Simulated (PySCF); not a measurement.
Gas-phase reaction: CH2Cl2 + C3H8 + 4 CH3SiH2 ⇌ (CH3)2SiCl2 + 3 ethylsilane. Level: PBE0/def2-TZVP; standard pressure 1 bar.

Energies from PySCF, thermal terms from the rigid-rotor harmonic-oscillator model, ideal gas at 1 bar. Open shells (unrestricted): CH3SiH2 (multiplicity 2); the rest are closed-shell singlets. CH3SiH2: computed as isolated molecules; such fragments, hydroxides, amides, oligomers or adducts are transient or little studied in the gas. The harmonic model lacks anharmonicity and excited electronic states, which grow with temperature; levels with a mode under 35 cm⁻¹ are left out. Internal rotation in C3H8, CH3SiH2, (CH3)2SiCl2, ethylsilane is treated as a harmonic vibration of one conformer, which makes the entropy rough.

```
T (K)  1000/T (1/K)  log10 K
-----  ------------  -------
1000         1.0000    27.83
1200         0.8333    20.32
1400         0.7143    14.99
1600         0.6250    11.02
1800         0.5556        ?
2000         0.5000     5.53
```

Question: Fit log10 K = a + b·(1000/T) to the five rows, get the mean ΔH° and ΔS°, and predict log10 K at 1800 K.

Answer: Means: 1000/T = 0.7345, log10 K = 15.938. Sums of products about the means: Sxy = 6.58861, Sxx = 0.147640, so b = Sxy/Sxx = 44.63 and a = 15.938 − (44.63)×0.7345 = -16.84.
ΔH° = −R ln 10 × 1000 K × b = −19.145 × (44.63) = -854 kJ; ΔS° = R ln 10 × a = -322 J/K. The run's own values go from -866 kJ and -333 J/K at 1000 K to -834 kJ and -311 J/K at 2000 K.
Prediction at 1800 K: -16.84 + (44.63)×0.5556 = 7.96. The computed value is 7.96, 0.00 from the line.
For scale, ΔH°(298 K) is -881 kJ at this level, -964 kJ at ωB97M-V/def2-TZVP†, and runs from -964 to -768 kJ over the 19 levels computed († marks an energy on the PBE0/def2-TZVP geometry).
